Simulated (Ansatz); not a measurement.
Consider the formal loss of a carbene: `CNCS` → `[CH2]` (triplet) + `NCS`.

Gas-phase electronic energies from Ansatz, PBE0-D4/def2-TZVP geometries. CCSD(T)/CBS is the MP2 limit (def2-TZVPP, def2-QZVPP) plus CCSD(T) − MP2 in def2-TZVPP, frozen cores. This one scheme is used for every species. Functionals use def2-TZVPP. Triplets are unrestricted, without spin–orbit coupling. One conformer a species, not always the lowest.

CCSD(T)/CBS gives +97.5 kcal/mol.

(1) Another level gave +98.2 kcal/mol. Which?
A. CCSD/def2-TZVPP
B. CAM-B3LYP/def2-TZVPP
C. ωB97M-V/def2-TZVPP
D. PBE-D4/def2-TZVPP

Largest T1 diagnostic among the species: 0.011.

Answers

(1) C. ωB97M-V 98.2, CAM-B3LYP 96.3, PBE-D4 99.3, CCSD/def2-TZVPP 92.5 kcal/mol.

From PBE to PBE0 (25 % exact exchange), in def2-TZVPP and without D4, ΔE moves by −2.0 kcal/mol. At CCSD(T), def2-SVP lies −2.4 kcal/mol from the extrapolated value and def2-TZVPP −2.3 kcal/mol.
